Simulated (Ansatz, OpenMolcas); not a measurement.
# Heat of formation of NO2F (nitryl fluoride) from total energies

NO2F: 4 atoms, total charge 0, spin state singlet. As SMILES, `O=[N+]([O-])F`. The coordinates come from a PBE0-D4/def2-TZVP relaxation.

Total energies at TPSS/cc-pVTZ (OpenMolcas 26.06); the atoms run unrestricted:

```tsv
species	state	energy (Eh)
NO2F	singlet	-305.057261
O	triplet	-75.100645
N	quartet	-54.610863
F	doublet	-99.766055
```

Harmonic wavenumbers at PBE0-D4/def2-TZVP, in cm⁻¹: 597, 621, 796, 867, 1412, 1924.

Measured heats of formation of the gaseous atoms at 298.15 K, in kJ/mol: O 249.2, N 472.4, F 79.4. Spin-orbit lowering of the atoms at 298 K (mean of the ground term's levels less their thermal mean, from spectra), in kJ/mol: O 0.40, F 1.29. Take 1 Eh = 2625.50 kJ/mol, 1 cm⁻¹ = 0.0119627 kJ/mol, RT = 2.479 kJ/mol.

Question: What heat of formation follows?

Answer: 
1. Electronic atomisation energy: 2 × (-75.100645) + (-54.610863) + (-99.766055) − (-305.057261) = 0.479053 Eh = 1257.8 kJ/mol.
2. Zero-point energy: half the sum of the wavenumbers, 3108.5 cm⁻¹ = 37.2 kJ/mol.
3. Thermal vibrational enthalpy, Σ hcν̃/(exp(hcν̃/kT) − 1): 1.2 kJ/mol. Translation, rotation and pV of a non-linear molecule: 4 RT = 9.9 kJ/mol.
4. The 4 free atoms carry 5/2 RT each: 24.8 kJ/mol.
5. Spin-orbit coupling lowers the free atoms by 2 × 0.40 + 1.29 = 2.1 kJ/mol.
6. Atomisation enthalpy at 298 K: 1257.8 − 2.1 − 37.2 − 1.2 − 9.9 + 24.8 = 1232.2 kJ/mol.
7. Sum of the atoms' heats of formation: 1050.2 kJ/mol. Heat of formation: 1050.2 − 1232.2 = -182.0 kJ/mol.

The tabulated value is -108.8 kJ/mol (NIST-JANAF tables), so this level is off by -73.2 kJ/mol, or 6.3 % of the atomisation enthalpy. Anharmonicity and any spin-orbit splitting of the molecule are left out.
